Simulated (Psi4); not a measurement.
# [CF2]+ (SMILES F[C+]F) at UCCSD(T)/cc-pVTZ

Aim: the vertical doublet–quartet gap of [CF2]+ at UCCSD(T)/cc-pVTZ, from 2 runs. The job is set up through a Python script.

Program for the calculation: Psi4 1.11.

1 further run of the same task is left out (set aside as unsound or not needed).

### 1 Starting point

[CF2]+ has 3 atoms, charge +1, and is taken as a doublet. SMILES: `F[C+]F`. Geometry: relaxed at PBE0-D4/def2-TZVP.

Bond lengths: F1–C2 1.214 Å, C2–F3 1.214 Å. Angles: F1–C2–F3 124.6°.

### 2 A single-point energy at UCCSD(T)/cc-pVTZ

job.py

```python
import psi4

psi4.set_memory('2200 MB')
psi4.set_num_threads(1)
psi4.core.set_output_file('cf2.out', False)

mol = psi4.geometry("""
1 2
F      0.71641407     1.83866572     0.59751250
C      0.52101639    -0.41830977     0.24050544
F     -1.23744936    -1.42035595    -0.83803684
units au
symmetry c1
no_reorient
no_com
""")

psi4.set_options({
    'basis': 'cc-pVTZ',
    'reference': 'uhf',
    'puream': True,
    'e_convergence': 1e-09,
    'd_convergence': 1e-08,
    'scf_type': 'pk',
    'num_frozen_docc': 3,
    'maxiter': 100,
})

e_tot = psi4.energy('ccsd(t)')
print(f'total energy {e_tot:.8f} hartree = {e_tot * 27.211386:.5f} eV')
for k, v in sorted(psi4.core.scalar_variables().items()):
    print(f'{k:45s} {v:18.10f}')
```

The run is started by

```
$ python job.py
```

cf2.out:

```text
[...]
  Running in c1 symmetry.
[...]
  Nuclear repulsion =   67.033256852444921
[...]
  Multiplicity = 2
[...]
  Nalpha       = 12
  Nbeta        = 11
[...]
    Number of basis functions: 90
[...]
   @UHF iter   1:  -236.27822932942470    1.46449e-01   5.15525e-03 DIIS/ADIIS
[...]
   @UHF iter  13:  -236.38132752378056   -2.95586e-12   8.04799e-09 DIIS
[...]
   @S^2 Observed:                7.556601519E-01
[...]
    Orbital Energies [Eh]
    ---------------------
    Alpha Occupied:
       1A    -26.767728     2A    -26.767701     3A    -11.910371
       4A     -2.155449     5A     -2.090130     6A     -1.344180
       7A     -1.243123     8A     -1.213900     9A     -1.162806
      10A     -1.076323    11A     -1.059657    12A     -0.907715
    Alpha Virtual:
      13A     -0.257900    14A     -0.002060    15A      0.038210
      16A      0.096672    17A      0.119329    18A      0.233031
      19A      0.309765    20A      0.488763    21A      0.503991
      22A      0.509330    23A      0.592226    24A      0.648325
      25A      0.693905    26A      0.720681    27A      0.743822
[...]
  @UHF Final Energy:  -236.38132752378056
   => Energetics <=
    Nuclear Repulsion Energy =             67.0332568524449215
    One-Electron Energy =                -452.6012739361465265
    Two-Electron Energy =                 149.1866895599210352
    Total Energy =                       -236.3813275237805556
  UHF NO Occupations:
  HONO-2 :   10  A 1.9990601
  HONO-1 :   11  A 1.9987464
[...]
 Multipole Moments:
 ------------------------------------------------------------------------------------
     Multipole            Electronic (a.u.)      Nuclear  (a.u.)        Total (a.u.)
 ------------------------------------------------------------------------------------
 L = 1.  Multiply by 2.5417464519 to convert [e a0] to [Debye]
 Dipole X            :          1.9258386           -1.5632193            0.3626193
 Dipole Y            :         -1.5460728            1.2549293           -0.2911435
 Dipole Z            :          0.8890729           -0.7216864            0.1673865
 Magnitude           :                                                    0.4942424
[...]
      * MP2 total energy                      = -236.982886861509343
[...]
      * CCSD total energy                     = -236.985352624612659
[...]
      * CCSD(T) total energy                     = -237.007536144694257
```

Wall time 4.6 min (1 thread of AMD EPYC (Zen 3), shared host); peak memory 0.82 GiB.

### 3 The quartet at the same level

cf2.xyz

```xyz
3
CF2
F      0.379110     0.972980     0.316190
C      0.275710    -0.221360     0.127270
F     -0.654830    -0.751620    -0.443470
```

calc.py

```python
import psi4

psi4.set_memory('2200 MB')
psi4.set_num_threads(1)
psi4.core.set_output_file('cf2.out', False)

with open('cf2.xyz') as f:
    atoms = ''.join(f.readlines()[2:])
m = psi4.geometry('1 4\n' + atoms + 'symmetry c1')

psi4.set_options({
    'basis': 'cc-pVTZ',
    'reference': 'uhf',
    'puream': True,
    'e_convergence': 1e-09,
    'd_convergence': 1e-08,
    'scf_type': 'pk',
    'num_frozen_docc': 3,
    'maxiter': 100,
})

e, wfn = psi4.energy("ccsd(t)", return_wfn=True)
print(f'total energy {e:.8f} hartree = {e * 27.211386:.5f} eV')
for k, v in sorted(psi4.core.scalar_variables().items()):
    print(f'{k:45s} {v:18.10f}')
```

The run is started by

```
$ python calc.py
```

cf2.out:

```text
[...]
  Running in c1 symmetry.
[...]
  Nuclear repulsion =   67.033256693421976
[...]
  Multiplicity = 4
[...]
  Nalpha       = 13
  Nbeta        = 10
[...]
    Number of basis functions: 90
[...]
   @UHF iter   1:  -235.95872928066115    4.65949e-01   5.08474e-03 DIIS/ADIIS
[...]
   @UHF iter  17:  -236.08269467482529   -7.95808e-13   5.33317e-09 DIIS
[...]
   @S^2 Observed:                3.794538513E+00
[...]
    Orbital Energies [Eh]
    ---------------------
    Alpha Occupied:
       1A    -26.863279     2A    -26.863266     3A    -11.748058
       4A     -2.234952     5A     -2.179766     6A     -1.411482
       7A     -1.304171     8A     -1.299721     9A     -1.271009
      10A     -1.224994    11A     -1.194265    12A     -0.886938
      13A     -0.725207
    Alpha Virtual:
      14A     -0.018679    15A      0.038082    16A      0.120564
      17A      0.131929    18A      0.218040    19A      0.336390
      20A      0.474294    21A      0.514166    22A      0.527463
      23A      0.546080    24A      0.607137    25A      0.695316
[...]
  @UHF Final Energy:  -236.08269467482529
   => Energetics <=
    Nuclear Repulsion Energy =             67.0332566934219756
    One-Electron Energy =                -451.8238554332516514
    Two-Electron Energy =                 148.7079040650043567
    Total Energy =                       -236.0826946748252908
  UHF NO Occupations:
  HONO-2 :   11  A 1.0000000
  HONO-1 :   12  A 1.0000000
[...]
 Multipole Moments:
 ------------------------------------------------------------------------------------
     Multipole            Electronic (a.u.)      Nuclear  (a.u.)        Total (a.u.)
 ------------------------------------------------------------------------------------
 L = 1.  Multiply by 2.5417464519 to convert [e a0] to [Debye]
 Dipole X            :         -0.1191517            0.2057569            0.0866052
 Dipole Y            :          0.0874579           -0.1510640           -0.0636060
 Dipole Z            :         -0.0000000            0.0000000           -0.0000000
 Magnitude           :                                                    0.1074532
[...]
      * MP2 total energy                      = -236.649184908174533
[...]
      * CCSD total energy                     = -236.664973803579500
[...]
      * CCSD(T) total energy                     = -236.685292221794327
```

It took 4.9 min on 1 thread of AMD EPYC (Zen 3), shared host; peak memory 0.84 GiB.

### 4 Summary of results

Level: UCCSD(T)/cc-pVTZ, 3 core orbitals frozen.

| quantity | value |
| --- | --- |
| doublet: total energy | -237.00754 Eh |
| doublet: HOMO energy (Hartree–Fock orbitals) (highest over α and β) | -24.70 eV |
| doublet: LUMO energy (Hartree–Fock orbitals) (lowest over α and β) | -7.90 eV |
| doublet: correlation energy (3 core orbitals frozen) | -626.2 mEh |
| doublet: (T) correction | -22.18 mEh |
| doublet: ⟨S²⟩ of the reference determinant | 0.756 |
| doublet: T1 diagnostic | 0.029 |
| quartet: total energy | -236.68529 Eh |
| quartet: HOMO energy (Hartree–Fock orbitals) (highest over α and β) | -19.73 eV |
| quartet: LUMO energy (Hartree–Fock orbitals) (lowest over α and β) | -14.33 eV |
| quartet: correlation energy (3 core orbitals frozen) | -602.6 mEh |
| quartet: (T) correction | -20.32 mEh |
| quartet: ⟨S²⟩ of the reference determinant | 3.795 |
| quartet: T1 diagnostic | 0.028 |
| vertical energy of the quartet above the doublet | 8.769 eV |

What this shows: At this shape the quartet lies 8.77 eV (202 kcal/mol) above the doublet. The triples (doublet) make up 3.5 % of the correlation energy. The triples (quartet) make up 3.4 % of the correlation energy.
